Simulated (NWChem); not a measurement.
System: SiH3, doublet; SMILES [SiH3]

Here is an NWChem input.

```
start job
memory heap 200 mb stack 900 mb global 1100 mb
geometry units angstroms noautoz
  Si     0.000000     0.000000     0.155778
  H      0.389128     1.361534    -0.295000
  H      0.984558    -1.017762    -0.295000
  H     -1.373687    -0.343772    -0.295000
end
basis spherical
  Si library 3-21g
  H library 3-21g
end
dft
  odft
  mult 2
  xc pbe0
  iterations 150
  mulliken
end
task dft energy
```

Excerpt of the output:

```
             Northwest Computational Chemistry Package (NWChem) 7.3.0
             --------------------------------------------------------

 C3V symmetry detected

                             Geometry "geometry" -> ""
                             -------------------------

 Output coordinates in angstroms (scale by  1.889725989 to convert to a.u.)

  No.       Tag          Charge          X              Y              Z
 ---- ---------------- ---------- -------------- -------------- --------------
    1 Si                  14.0000     0.00000000     0.00000000     0.07954906
    2 H                    1.0000     1.00129787     1.00129787    -0.37122894
    3 H                    1.0000     0.36650046    -1.36779833    -0.37122894
    4 H                    1.0000    -1.36779833     0.36650046    -0.37122894

 Effective nuclear repulsion energy (a.u.)      15.6031484673

      Symmetry information
      --------------------

 Group name             C3v
 Group number             17
 Group order               6
 No. of unique centers     2

                                 NWChem DFT Module
                                 -----------------

 Summary of "ao basis" -> "ao basis" (spherical)
 ------------------------------------------------------------------------------
       Tag                 Description            Shells   Functions and Types
 ---------------- ------------------------------  ------  ---------------------
 Si                          3-21g                   7       13   4s3p
 H                           3-21g                   2        2   2s

      Symmetry analysis of basis
      --------------------------

        a1          9
        a2          0
        e          10

  Rotation of axis

            General Information
            -------------------
          SCF calculation type: DFT
          Wavefunction type:  spin polarized.
          No. of atoms     :     4
          No. of electrons :    17
           Alpha electrons :     9
            Beta electrons :     8
          Charge           :     0
          Spin multiplicity:     2
          Use of symmetry is: on ; symmetry adaption is: on
          Maximum number of iterations: 150
          AO basis - number of functions:    19
                     number of shells:    13
          Convergence on energy requested:  1.00D-06
          Convergence on density requested:  1.00D-05
          Convergence on gradient requested:  5.00D-04

              XC Information
              --------------
                         PBE0 Method XC Functional
                     Hartree-Fock (Exact) Exchange  0.250
          PerdewBurkeErnzerhof Exchange Functional  0.750
            Perdew 1991 LDA Correlation Functional  1.000 local
           PerdewBurkeErnz. Correlation Functional  1.000 non-local

             Grid Information
             ----------------
          Grid used for XC integration:  medium
          Radial quadrature: Mura-Knowles
          Angular quadrature: Lebedev.
          Tag              B.-S. Rad. Rad. Pts. Rad. Cut. Ang. Pts.
          ---              ---------- --------- --------- ---------
          Si                  1.10       88           6.0       590
          H                   0.35       45           7.0       434
          Grid pruning is: on
          Number of quadrature shells:   133
          Spatial weights used:  Erf1

      Superposition of Atomic Density Guess
      -------------------------------------

 Sum of atomic energies:        -288.82181338

      Non-variational initial energy
      ------------------------------

 Total energy =    -288.884772
 1-e energy   =    -431.231557
 2-e energy   =     126.743637
 HOMO         =      -0.137504
 LUMO         =       0.152609

   Symmetry analysis of molecular orbitals - initial alpha
   -------------------------------------------------------

  Numbering of irreducible representations:

     1 a1          2 a2          3 e

  Orbital symmetries:

     1 a1          2 a1          3 e           4 e           5 a1
     6 a1          7 e           8 e           9 a1         10 e
    11 e          12 a1         13 a1         14 e          15 e
    16 a1         17 a1         18 e          19 e

   Symmetry analysis of molecular orbitals - initial beta
   ------------------------------------------------------

  Numbering of irreducible representations:

     1 a1          2 a2          3 e

  Orbital symmetries:

     1 a1          2 a1          3 e           4 e           5 a1
     6 a1          7 e           8 e           9 a1         10 e
    11 e          12 a1         13 a1         14 e          15 e
    16 a1         17 a1         18 e          19 e

     ---------------------------------------------
      Total Density - Mulliken Population Analysis
     ---------------------------------------------

    Atom       Charge   Shell Charges
 -----------   ------   -------------------------------------------------------
    1 Si  14    13.71   2.00  1.98  5.87  0.74  1.31  0.70  1.11
    2 H    1     1.10   0.39  0.70
    3 H    1     1.10   0.39  0.70
    4 H    1     1.10   0.39  0.70

     --------------------------------------------
      Spin Density - Mulliken Population Analysis
     --------------------------------------------

    Atom       Charge   Shell Charges
 -----------   ------   -------------------------------------------------------
    1 Si  14     0.92   0.00  0.00  0.01  0.03  0.28  0.06  0.53
    2 H    1     0.03   0.01  0.02
    3 H    1     0.03   0.01  0.02
    4 H    1     0.03   0.01  0.02

   convergence    iter        energy       DeltaE   RMS-Dens  Diis-err
 ---------------- ----- ----------------- --------- --------- ---------
 d= 0,ls=0.0,diis     1   -289.5393874739 -3.05D+02  1.08D-02  1.88D-02
                                                     7.21D-03  1.58D-02
 d= 0,ls=0.0,diis     2   -289.5511068471 -1.17D-02  2.72D-03  9.82D-04
                                                     2.87D-03  1.48D-03
 d= 0,ls=0.0,diis     3   -289.5520774837 -9.71D-04  1.08D-03  3.07D-04
                                                     5.10D-04  1.47D-04
 d= 0,ls=0.0,diis     4   -289.5522596725 -1.82D-04  2.24D-04  2.01D-06
                                                     2.44D-04  5.28D-06
 d= 0,ls=0.0,diis     5   -289.5522687835 -9.11D-06  9.37D-05  3.95D-07
                                                     7.54D-05  2.27D-07
 d= 0,ls=0.0,diis     6   -289.5522695989 -8.15D-07  1.42D-05  3.66D-09
                                                     1.04D-05  9.10D-09
 d= 0,ls=0.0,diis     7   -289.5522696111 -1.22D-08  2.21D-06  9.28D-11
                                                     8.98D-07  9.45D-11

         Total DFT energy =     -289.552269611053
      One electron energy =     -431.864297125214
           Coulomb energy =      148.494525617778
    Exchange-Corr. energy =      -21.785646570947
 Nuclear repulsion energy =       15.603148467329

 Numeric. integr. density =       16.999998665110

                  Occupations of the irreducible representations
                  ----------------------------------------------

                     irrep           alpha         beta
                     --------     --------     --------
                     a1                5.0          4.0
                     a2                0.0          0.0
                     e                 4.0          4.0

                    DFT Final Alpha Molecular Orbital Analysis
                    ------------------------------------------

 Vector    7  Occ=1.000000D+00  E=-3.744129D-01  Symmetry=e
              MO Center= -3.5D-01, -2.8D-01, -2.1D-01, r^2= 2.2D+00
   Bfn.  Coefficient  Atom+Function         Bfn.  Coefficient  Atom+Function
  ----- ------------  ---------------      ----- ------------  ---------------
    19     -0.318687  4 H  s                 17      0.299646  3 H  s
     7      0.262018  1 Si px                 8     -0.235483  1 Si py
    18     -0.221137  4 H  s                 16      0.207925  3 H  s
     3     -0.135789  1 Si px                 4      0.122038  1 Si py
    11      0.115017  1 Si px                12     -0.103369  1 Si py

 Vector    8  Occ=1.000000D+00  E=-3.744129D-01  Symmetry=e
              MO Center=  3.5D-01,  2.8D-01, -2.1D-01, r^2= 2.2D+00
   Bfn.  Coefficient  Atom+Function         Bfn.  Coefficient  Atom+Function
  ----- ------------  ---------------      ----- ------------  ---------------
    15      0.356995  2 H  s                  8      0.262018  1 Si py
    14      0.247719  2 H  s                  7      0.235483  1 Si px
    17     -0.194988  3 H  s                 19     -0.162008  4 H  s
     4     -0.135789  1 Si py                16     -0.135302  3 H  s
     3     -0.122038  1 Si px                12      0.115017  1 Si py

 Vector    9  Occ=1.000000D+00  E=-2.359137D-01  Symmetry=a1
              MO Center= -1.3D-16, -1.3D-16,  4.1D-01, r^2= 2.2D+00
   Bfn.  Coefficient  Atom+Function         Bfn.  Coefficient  Atom+Function
  ----- ------------  ---------------      ----- ------------  ---------------
    13      0.511552  1 Si pz                 9      0.461551  1 Si pz
    10      0.339196  1 Si s                  5     -0.222507  1 Si pz
     6      0.130447  1 Si s                 15     -0.127588  2 H  s
    17     -0.127588  3 H  s                 19     -0.127588  4 H  s
     2     -0.102315  1 Si s                 14     -0.066932  2 H  s

[...]
```

Level: PBE0/3-21G, spin-unrestricted. In the optimisation the excess spin sits in a (C3, its own frame). All runs use the structure optimised with PBE0-D3(BJ)/def2-TZVP, spin-unrestricted. No stability test was run on the SCF state.
